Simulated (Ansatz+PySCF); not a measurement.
# doublet CH: levels of theory in one basis

```csv
atom,x (Å),y (Å),z (Å)
C,0.0000,0.0000,-0.1485
H,0.0000,0.0000,0.8913
```

Basis set: def2-SVP (spherical functions). Frozen core: 1 orbital. Correlation on ROHF uses semicanonical orbitals with singles. Charge 0, multiplicity 2.

Computed with Ansatz (development build ahead of 0.2.0); each method stands on the lowest determinant of its kind that the runs found. NEVPT2 correlates all electrons. Active spaces start from the frontier orbitals, and the lowest solution found is given.

```csv
method,E − E(ROHF) (eV),<S²> of the determinant
ROHF,0.00,0.75
UHF,-0.21,1.13
ROHF-MP2,-2.20,–
UHF-MP2,-2.12,1.13
ROHF-CCSD,-2.85,–
UHF-CCSD,-2.84,1.13
ROHF-CCSD(T),-2.90,–
UHF-CCSD(T),-2.89,1.13
full CI (lowest root of this spin),-2.91,–
"SC-NEVPT2(5,5)",-2.50,–
```

(1) What does CASSCF(5,5) give on the same scale?

## Answers

(1) -1.05 eV.

The restricted and unrestricted rows may stand on different electronic states: another unrestricted solution lies nearer the restricted one.

Caution for UHF, UHF-MP2, UHF-CCSD, UHF-CCSD(T): the unrestricted determinant is spin contaminated; the determinant breaks the point group. Caution for UHF-MP2: another reference gives a lower total.
